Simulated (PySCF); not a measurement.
Estimate the missing entries of this data sheet.

Species: C₄H₆N₂.
Numbering: `[CH3:1][n:2]1[cH:3][cH:4][cH:5][n:6]1` (hydrogens: H7, H8, H9 on C1; H10 on C3; H11 on C4; H12 on C5)

| property | level | value |
| --- | --- | --- |
| rotational constants A, B, C | PBE0-D3(BJ)/def2-TZVP | 9.109, 3.767, 2.711 GHz |
| dipole moment | B97-2/pcSseg-2 | 2.34 D |
| HOMO energy | B97-2/pcSseg-2 | ? |
| LUMO energy | B97-2/pcSseg-2 | 0.30 eV |
| 13C chemical shifts (computed TMS as zero) by class | GIAO B97-2/pcSseg-2 | ? |
| 1H chemical shifts (computed TMS as zero) by class | GIAO B97-2/pcSseg-2 | ? |
| isotropic shieldings of nuclei other than C and H, by class | GIAO B97-2/pcSseg-2 | -85 (N6), 37 (N2) ppm |

Gas-phase values; electronic properties from PySCF, density fitting. Geometry: PBE0-D3(BJ)/def2-TZVP; no solvent or vibrations. NMR classes are plain means over equivalent atoms (diastereotopic ones count apart unless rotation or inversion swaps them), as if these changed places fast; in this geometry the members of some classes differ.

**Question.** Give the 13C chemical shifts (computed TMS as zero) by class.

**Answer.** 143.9 (C5), 132.6 (C3), 112.9 (C4), 40.9 (C1) ppm.

**Question.** Give the HOMO energy.

**Answer.** -6.86 eV.

**Question.** Give the 1H chemical shifts (computed TMS as zero) by class.

**Answer.** 7.53 (H12), 7.44 (H10), 6.50 (H11), 3.92 (H7/H8/H9) ppm.

The dipole equals about 7.8 × 10⁻³⁰ C·m (1 D = 3.33564 × 10⁻³⁰ C·m). With B = h/(8π²I), that is 505.379 GHz u Å² over I, the principal moments of inertia are 55.5, 134.1 and 186.4 u Å² (most abundant isotopes); the inertial defect Ic − Ia − Ib is -3.2 u Å² (zero for a rigid planar frame, negative otherwise). The rotational constants make it an asymmetric top with κ = (2B − A − C)/(A − C) = -0.67, nearer the prolate limit (−1).
